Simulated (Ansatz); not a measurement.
System (SMILES): [O]Cl (O-Cl), doublet.
Atoms: Cl1, O2. Bonds: Cl1-O2.

How fast the optimised Cl1-O2 bond length converges with the basis for several methods (Ansatz, a first-principles code): deviation from each method's own reference, in Å. References: HF 1.5785 Å, the value in pcseg-4; MP2 1.5459 Å, the value in aug-cc-pV(Q+d)Z; PBE 1.5774 Å, the value in pcseg-4; PBE0 1.5560 Å, the value in pcseg-4. All functions are spherical. In correlated methods cores are frozen. Open shells are unrestricted. No added dispersion term, no relativity. The reference of a correlated method is not its basis-set limit, which lies further on.

```json
[
 {"basis": "cc-pV(D+d)Z", "functions": "37", "HF": "0.0386", "MP2": "0.0581", "PBE": "0.0343", "PBE0": "0.0350"},
 {"basis": "def2-TZVPP", "functions": "73", "HF": "0.0057", "MP2": "0.0103", "PBE": "0.0058", "PBE0": "0.0056"},
 {"basis": "6-311++G(3df,3pd)", "functions": "86", "HF": "0.0027", "MP2": "0.0035", "PBE": "0.0025", "PBE0": "0.0026"},
 {"basis": "jun-cc-pV(T+d)Z", "functions": "87", "HF": "0.0043", "MP2": "0.0080", "PBE": "0.0038", "PBE0": "0.0039"},
 {"basis": "cc-pCVTZ", "functions": "102", "HF": "0.0067", "MP2": "0.0124", "PBE": "0.0074", "PBE0": "0.0073"},
 {"basis": "def2-QZVPP", "functions": "127", "HF": "0.0015", "MP2": "0.0009", "PBE": "0.0021", "PBE0": "0.0019"},
 {"basis": "aug-cc-pV(Q+d)Z", "functions": "169", "HF": "0.0015", "MP2": "0.0000", "PBE": "0.0013", "PBE0": "0.0014"},
 {"basis": "cc-pV(5+d)Z", "functions": "191", "HF": "0.0007", "MP2": "-0.0028", "PBE": "0.0007", "PBE0": "0.0007"}
]
```

Mean absolute deviation over def2-TZVPP, 6-311++G(3df,3pd), jun-cc-pV(T+d)Z, cc-pCVTZ: HF 0.0049, PBE0 0.0049, PBE 0.0049, MP2 0.0085 Å.
